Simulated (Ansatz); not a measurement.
A nudged elastic band was laid between two geometries of ClH3Si + H4Si (10 atoms, charge 0, multiplicity 1).

Computed with RKS PBE0/def2-SVP (Ansatz).

- movable images: 5
- climbing image: yes
- spring: 5.0 eV/Å²
- optimiser: quadratic models (default)
- start path: through a guess of the saddle point
- force threshold: 0.03 eV/Å
- iteration limit: 60
- end points: relaxed

Initial state:

```xyz
10
Properties=species:S:1:pos:R:3
Si -1.900 1.076 -0.989
H -2.052 -0.257 -0.346
H -2.292 1.005 -2.423
H -2.729 2.089 -0.279
Cl 0.091 1.644 -0.874
H 0.335 -1.463 0.819
Si 1.777 -1.105 0.979
H 1.897 0.164 1.755
H 2.408 -0.948 -0.364
H 2.466 -2.205 1.722
```

Final state:

```xyz
10
Properties=species:S:1:pos:R:3
Si -0.357 1.031 -0.610
H -2.188 -1.512 0.234
H -0.977 0.335 -1.776
H -1.439 1.437 0.334
Cl 0.564 2.758 -1.312
H -1.628 -1.845 0.629
Si 1.249 -0.330 0.453
H 0.854 -0.569 1.875
H 1.343 -1.650 -0.244
H 2.581 0.344 0.417
```

(1) What changes between the two ends?

(2) Give the energies along the band, and the barrier.

(3) What is the geometry of the highest image?

## Answers

(1) Bonds broken: Si1–H2, H6–Si7. Bonds formed: Si1–Si7, H2–H6. ClH3Si + H4Si becomes ClH5Si2 + H2.

(2) The run converged. The highest image is number 4 of 0 to 6, 70.2 kcal/mol above the first end and 63.2 kcal/mol above the last; the last end lies 7.0 kcal/mol above the first. Neighbouring images differ by up to 2.3 eV, so the band resolves the path poorly. A vibrational analysis at the climbing image gives one clearly imaginary mode, 1195i cm⁻¹: a first-order saddle point. The orbitals stay closed-shell, which can raise the energy where a bond breaks towards radicals; this wasn't checked here.

```json
{"image": "0", "path coordinate (Å)": "0.00", "energy (kcal/mol)": "0.0", "Si1–H2 (Å)": "1.49", "H6–Si7 (Å)": "1.49", "Si1–Si7 (Å)": "4.71"}
{"image": "1", "path coordinate (Å)": "1.26", "energy (kcal/mol)": "0.5", "Si1–H2 (Å)": "1.49", "H6–Si7 (Å)": "1.49", "Si1–Si7 (Å)": "4.47"}
{"image": "2", "path coordinate (Å)": "2.52", "energy (kcal/mol)": "1.4", "Si1–H2 (Å)": "1.49", "H6–Si7 (Å)": "1.49", "Si1–Si7 (Å)": "3.88"}
{"image": "3", "path coordinate (Å)": "3.78", "energy (kcal/mol)": "17.5", "Si1–H2 (Å)": "1.50", "H6–Si7 (Å)": "1.50", "Si1–Si7 (Å)": "3.13"}
{"image": "4", "path coordinate (Å)": "5.04", "energy (kcal/mol)": "70.2", "Si1–H2 (Å)": "1.84", "H6–Si7 (Å)": "1.69", "Si1–Si7 (Å)": "2.57"}
{"image": "5", "path coordinate (Å)": "6.45", "energy (kcal/mol)": "17.2", "Si1–H2 (Å)": "2.51", "H6–Si7 (Å)": "2.39", "Si1–Si7 (Å)": "2.37"}
{"image": "6", "path coordinate (Å)": "7.86", "energy (kcal/mol)": "7.0", "Si1–H2 (Å)": "3.24", "H6–Si7 (Å)": "3.26", "Si1–Si7 (Å)": "2.36"}
```

(3) 
```xyz
10
Properties=species:S:1:pos:R:3
Si -0.825 0.795 -0.599
H -0.819 -0.838 0.252
H -1.399 0.312 -1.890
H -1.874 1.428 0.254
Cl 0.529 2.318 -1.091
H -0.388 -1.625 0.761
Si 0.966 -0.641 0.549
H 0.389 0.046 1.750
H 0.969 -1.283 -0.805
H 2.453 -0.512 0.818
```

Time of the run: 2.2 min on 2 threads of Arm Neoverse V2, on a shared host, peak memory 0.18 GiB.
